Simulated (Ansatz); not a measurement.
How far each method lies from UCCSDTQ for HOC, quartet

Geometry: that of the HOC, doublet, kept fixed. The doublet lies 3.9 eV lower here.

```xyz
3

O     0.0000   -0.1013    0.5002
C     0.0000    0.0736   -0.7526
H     0.0000    0.7302    1.0271
```

Basis cc-pVDZ; Ansatz 0.2.0. Correlated methods freeze the noble-gas cores, which leaves 11 electrons in 31 orbitals. Prefix R: restricted or restricted open-shell reference; prefix U: unrestricted. Active spaces: valence = (11e, 9o) chosen from the atoms' valence shells.

Full CI isn't at hand for all of this; UCCSDTQ serves as the reference, and is uncertain by the last step of the cluster series or more. The frozen core follows each run's orbitals, which can shift R against U totals by a few meV.

For open shells CISD is restricted-active-space CI with the open shells as a complete middle space.

```
UHF ⟨S²⟩                          : 3.757
T1 diagnostic (RCCSD)             : 0.0227
largest doubles amplitude (RCCSD) : 0.032
T1 diagnostic (UCCSD)             : 0.0182
```

| level | E − E(RHF) (eV) |
| --- | --- |
| UHF | -0.1029 |
| RMP2 | -6.5771 |
| UMP2 | -6.5822 |
| RCCSD | -7.0043 |
| UCCSD | -7.0063 |
| RCCSD(T) | -7.1483 |
| UCCSD(T) | -7.1489 |

(1) Estimate how far UCCSDTQ in cc-pVDZ lies from RCCSD(T). The table doesn't fix it; the size of (T) and the diagnostics are the guide.

(1) UCCSDTQ in cc-pVDZ lies 2.5 kJ/mol below RCCSD(T), which is 18 % of the (T) step (-13.9 kJ/mol). The diagnostics are small and one determinant leads, so the series closes fast and only a small part of (T) is left.

The other levels:

```json
{"level": "CISD", "E − E(UCCSDTQ) (kJ/mol)": "50.0", "share of correlation (%)": "92.78", "wall time": "2.7 s"}
{"level": "BCCD(T)", "E − E(UCCSDTQ) (kJ/mol)": "2.6", "share of correlation (%)": "99.63", "wall time": "0.85 s"}
{"level": "RCCSDT", "E − E(UCCSDTQ) (kJ/mol)": "1.4", "share of correlation (%)": "99.80", "wall time": "–"}
{"level": "UCCSDT", "E − E(UCCSDTQ) (kJ/mol)": "1.3", "share of correlation (%)": "99.81", "wall time": "–"}
{"level": "RCCSDT(Q)", "E − E(UCCSDTQ) (kJ/mol)": "0.0", "share of correlation (%)": "99.99", "wall time": "12 s"}
{"level": "UCCSDT(Q)", "E − E(UCCSDTQ) (kJ/mol)": "-0.2", "share of correlation (%)": "100.02", "wall time": "9.5 s"}
{"level": "RCCSDTQ", "E − E(UCCSDTQ) (kJ/mol)": "0.1", "share of correlation (%)": "99.99", "wall time": "28 s (H100)"}
{"level": "CASSCF (valence space)", "E − E(UCCSDTQ) (kJ/mol)": "531.5", "share of correlation (%)": "23.22", "wall time": "–"}
{"level": "NEVPT2 (valence space)", "E − E(UCCSDTQ) (kJ/mol)": "87.7", "share of correlation (%)": "87.32", "wall time": "1.3 s"}
{"level": "MRCISD (valence space)", "E − E(UCCSDTQ) (kJ/mol)": "30.3", "share of correlation (%)": "95.62", "wall time": "–"}
{"level": "MRCISD+Q (valence space)", "E − E(UCCSDTQ) (kJ/mol)": "4.2", "share of correlation (%)": "99.39", "wall time": "2.8 s"}
```

The correlation energy at UCCSDTQ, counted from RHF, is -7.174 eV. That run took 29 s on 2 threads of AMD EPYC 7R13 with a shared H100 80 GB, shared host.

Times hold each run's SCF and search for its determinant on a shared host, so for small cases they say little of a method's own cost; rows without a card ran on 1 thread of AMD EPYC 7R13.

Natural occupations of CASSCF (valence space) about the gap: 1.981 1.976 1.005 1.002 1.000 0.024 0.019; effectively unpaired electrons, Σ n²(2−n)², 3.01.
